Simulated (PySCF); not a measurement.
Dissociation curve of CH, doublet.

Levels: ROKS-PBE = restricted open-shell PBE/cc-pVTZ (PySCF 2.14.0); UKS-PBE = PySCF with unrestricted PBE/cc-pVTZ; UKS-PBE0 = unrestricted PBE0/cc-pVTZ (PySCF); UCCSD(T) = PySCF with CCSD(T) on UHF/cc-pVTZ, 1 core orbital frozen.

Energies relative to the lowest point of each curve near equilibrium, in kcal/mol; the last columns give the difference from UCCSD(T):

```tsv
R / Å	ROKS-PBE	UKS-PBE	UKS-PBE0	UCCSD(T)	ROKS-PBE − UCCSD(T)	UKS-PBE − UCCSD(T)	UKS-PBE0 − UCCSD(T)
0.89	30.4	29.8	28.2	28.3	2.1	1.5	-0.1
0.95	15.2	14.8	13.6	13.6	1.6	1.2	0.0
1.01	6.2	6.0	5.1	5.1	1.1	0.9	0.0
1.05	2.7	2.5	1.9	1.9	0.7	0.6	0.0
1.09	0.7	0.7	0.3	0.4	0.4	0.3	0.0
1.13	0.0	0.0	0.0	0.0	0.0	0.0	0.0
1.15	0.0	0.0	0.2	0.2	-0.2	-0.2	0.0
1.20	1.0	1.0	1.6	1.6	-0.6	-0.5	0.0
1.24	2.5	2.6	3.5	3.4	-0.9	-0.9	0.1
1.29	5.1	5.2	6.6	6.4	-1.3	-1.2	0.1
1.38	11.1	11.2	13.4	13.0	-1.9	-1.8	0.4
1.53	23.0	23.1	26.6	25.5	-2.4	-2.4	1.1
```

ROKS-PBE is furthest from UCCSD(T) at 1.53 (-2.4 kcal/mol, below); its mean absolute difference over the points is 1.1 kcal/mol.

UKS-PBE is furthest from UCCSD(T) at 1.53 (-2.4 kcal/mol, below); its mean absolute difference over the points is 1.0 kcal/mol.

UKS-PBE0 is furthest from UCCSD(T) at 1.53 (1.1 kcal/mol, above); its mean absolute difference over the points is 0.2 kcal/mol.

The scan ran from 0.89 to 4.54 Å; beyond the distances shown one of the unrestricted levels run for this scan, shown here or not, changes its spin distribution in one step. The unrestricted determinant behind UKS-PBE is spin-contaminated at 0.89 to 1.09 Å (<S²> up to 1.0, against 0.75 for a pure doublet). The unrestricted determinant behind UKS-PBE0 is spin-contaminated at 0.89 to 1.20 Å (<S²> up to 1.0, against 0.75 for a pure doublet). The unrestricted determinant behind UCCSD(T) is spin-contaminated at 0.89 to 1.53 Å (<S²> up to 1.2, against 0.75 for a pure doublet).
